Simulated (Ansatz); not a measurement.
[Br···H···H], doublet along the distance Br1-H2

Starting geometry:

```xyz
3

Br    0.0000    0.0000   -1.4079
H     0.0000    0.0000    0.0127
H     0.0000    0.0000    1.3951
```

From there H2 is moved from one fragment to the other while all else, the fragments' distance too, stays fixed; atoms are numbered as listed. Energies are in kJ/mol, counted from the starting geometry at the same level.

Basis 6-31G (Cartesian d functions); Ansatz 0.2.0. Only valence electrons are correlated (noble-gas cores and the filled d shells of p-block atoms frozen). R marks a restricted (for open shells ROHF) determinant, U an unrestricted one. No spin–orbit coupling is included, and no scalar relativity.

Full CI is exact within this basis and frozen core; it isn't the basis-set limit. The frozen core follows each run's orbitals, which can shift R against U totals by a few meV for light atoms and by up to 0.1 eV past Ca.

```json
{"distance Br1-H2 (Å)": "1.321", "UMP2": "21.5"}
{"distance Br1-H2 (Å)": "1.421", "UMP2": "0.0"}
{"distance Br1-H2 (Å)": "1.512", "UMP2": "-1.2"}
{"distance Br1-H2 (Å)": "1.603", "UMP2": "2.9"}
{"distance Br1-H2 (Å)": "1.694", "UMP2": "-0.2"}
{"distance Br1-H2 (Å)": "1.785", "UMP2": "-18.8"}
{"distance Br1-H2 (Å)": "1.876", "UMP2": "-49.8"}
{"distance Br1-H2 (Å)": "1.967", "UMP2": "-81.1"}
{"distance Br1-H2 (Å)": "2.058", "UMP2": "-99.6"}
```

Problem. Estimate the full CI curve in 6-31G from this one, knowing how UMP2 errs.

Solution. The computed full CI values, in kJ/mol from the starting point, and the error of UMP2 against them:
```json
{"distance Br1-H2 (Å)": "1.321", "full CI": "24.5", "UMP2 less full CI": "-3.0"}
{"distance Br1-H2 (Å)": "1.421", "full CI": "0.0", "UMP2 less full CI": "0.0"}
{"distance Br1-H2 (Å)": "1.512", "full CI": "-5.5", "UMP2 less full CI": "4.3"}
{"distance Br1-H2 (Å)": "1.603", "full CI": "-7.3", "UMP2 less full CI": "10.2"}
{"distance Br1-H2 (Å)": "1.694", "full CI": "-15.3", "UMP2 less full CI": "15.1"}
{"distance Br1-H2 (Å)": "1.785", "full CI": "-34.3", "UMP2 less full CI": "15.5"}
{"distance Br1-H2 (Å)": "1.876", "full CI": "-61.7", "UMP2 less full CI": "11.9"}
{"distance Br1-H2 (Å)": "1.967", "full CI": "-88.8", "UMP2 less full CI": "7.7"}
{"distance Br1-H2 (Å)": "2.058", "full CI": "-104.0", "UMP2 less full CI": "4.3"}
```

The error spans 18.5 kJ/mol and is largest, 15.5 kJ/mol, at 1.785 Å.
